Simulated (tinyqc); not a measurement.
CIS and TDHF on RHF in the sto-3g basis, frozen core, for HF, spin multiplicity 1, step by step. One step of it, computed by the program tinyqc.

Problem. CIS matrix, triplets. A(ia,jb) = (e_a - e_i) d_ij d_ab - (ij|ab).

orbital energies (hartree): MO1 -25.905026, MO2 -1.455480, MO3 -0.568606, MO4 -0.462790, MO5 -0.462790, MO6 0.573589

Two-electron integrals over orbitals (pq|rs), unique and non-zero (hartree); the lowest 1 orbital is frozen and left out:
```
(22|22) 0.857641    (32|22) -0.024268   (32|32) 0.155674    (33|22) 0.747913
(33|32) -0.044055   (33|33) 0.754820    (42|42) 0.181959    (43|42) -0.041186
(43|43) 0.046306    (44|22) 0.880302    (44|32) -0.077168   (44|33) 0.745444
(44|44) 0.997514    (52|52) 0.181959    (53|52) -0.041186   (53|53) 0.046306
(54|54) 0.053770    (55|22) 0.880302    (55|32) -0.077168   (55|33) 0.745444
(55|44) 0.889973    (55|55) 0.997514    (62|22) -0.124422   (62|32) -0.050034
(62|33) -0.035201   (62|44) -0.122476   (62|55) -0.122476   (62|62) 0.096022
(63|22) -0.174438   (63|32) 0.094208    (63|33) -0.120150   (63|44) -0.202392
(63|55) -0.202392   (63|62) 0.054866    (63|63) 0.183373    (64|42) -0.040793
(64|43) -0.015676   (64|64) 0.031235    (65|52) -0.040793   (65|53) -0.015676
(65|65) 0.031235    (66|22) 0.676995    (66|32) 0.068036    (66|33) 0.668497
(66|44) 0.648677    (66|55) 0.648677    (66|62) -0.065726   (66|63) -0.015779
(66|66) 0.710452
```

Give: CIS matrix A, triplet.

Solution.

CIS matrix A, triplet (hartree), order 2>6, 3>6, 4>6, 5>6:
$$\begin{pmatrix}
1.3521 & -0.0680 & 0.0000 & 0.0000 \\
-0.0680 & 0.4737 & 0.0000 & 0.0000 \\
0.0000 & 0.0000 & 0.3877 & 0.0000 \\
0.0000 & 0.0000 & 0.0000 & 0.3877
\end{pmatrix}$$
